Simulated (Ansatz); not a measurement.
Cost and result for the atomization energy of C3H8OS, SMILES `OCCCS` (13 atoms, 12 bonds).

```xyz
13

O     1.4903    1.6606   -1.1293
C     0.3749    0.8008   -1.0606
C     0.3058    0.0278    0.2448
C    -0.9446   -0.8247    0.3375
S    -1.0329   -1.8589    1.8209
H     2.2873    1.1291   -1.0565
H    -0.5022    1.4457   -1.1631
H     0.3613    0.1018   -1.9100
H     1.1874   -0.6154    0.3437
H     0.3383    0.7386    1.0765
H    -1.8459   -0.2109    0.2724
H    -0.9873   -1.5389   -0.4898
H    -1.0324   -0.8556    2.7134
```

Charge 0, multiplicity 1. The geometry is a stationary point of PBE0-D4/def2-TZVP. It is one conformer, not always the lowest. Program: Ansatz. All runs use 4 threads of an Arm Neoverse V2 on a shared host. Times are those of one run each, without the atoms' runs, and a repeat can differ threefold. Electronic energies, without spin–orbit coupling; frozen cores. CCSD(T)/CBS adds CCSD(T) − MP2 in def2-TZVPP to the MP2 limit, and its time is that of the two runs behind it. T1 = 0.010. B3LYP takes the VWN-RPA correlation (the form of Gaussian; ORCA's B3LYP/G).

CCSD(T)/CBS is a level of theory with its own doubt, some kJ/mol a heavy atom from the limit and from the frozen cores, so smaller differences don't rank the functionals.

| level | functions | wall time | atomization (kcal/mol) | difference from CCSD(T)/CBS | per bond |
| --- | --- | --- | --- | --- | --- |
| PBE-D4/def2-TZVPP (with forces) | 278 | 2.4 s | 1185.3 | 23.0 | 1.9 |
| PBE0-D4/def2-TZVPP | 278 | 2.7 s | 1166.2 | 3.9 | 0.3 |
| r2SCAN-D4/def2-TZVPP (with forces) | 278 | 4.3 s | 1163.1 | 0.8 | 0.1 |
| B3LYP-D4/def2-TZVPP (with forces) | 278 | 4.3 s | 1159.1 | -3.2 | -0.3 |
| B2PLYP/def2-TZVPP | 278 | 5.5 s | 1147.4 | -14.9 | -1.2 |
| ωB97X-V/def2-TZVPP | 278 | 7 s | 1163.9 | 1.6 | 0.1 |
| ωB97M-V/def2-TZVPP (with forces) | 278 | 11 s | 1165.7 | 3.4 | 0.3 |
| MP2/def2-QZVPP | 538 | 31 s | 1165.2 | 2.9 | 0.2 |
| CCSD(T)/def2-TZVPP | 278 | 3.4 min | 1133.3 | -29.0 | -2.4 |
| CCSD(T)/CBS(def2) | – | 3.9 min | 1162.3 | 0.0 | 0.0 |

The D4 term adds +8.9 kcal/mol with B3LYP and +4.7 kcal/mol with PBE0; it sums over pairs of atoms, weighted by their polarisabilities, and B3LYP, whose exchange is more repulsive, gets the larger term. From PBE to PBE0 (25 % exact exchange), in def2-TZVPP and without D4, the atomization energy moves by −18.2 kcal/mol: exact exchange takes away binding that semilocal exchange gives to molecules. In def2-TZVPP, CCSD(T) changes the Hartree–Fock value by +290.5 kcal/mol (the triples alone add +16.3 kcal/mol) and MP2 by +305.2 kcal/mol; breaking electron pairs costs correlation energy, which Hartree–Fock lacks.
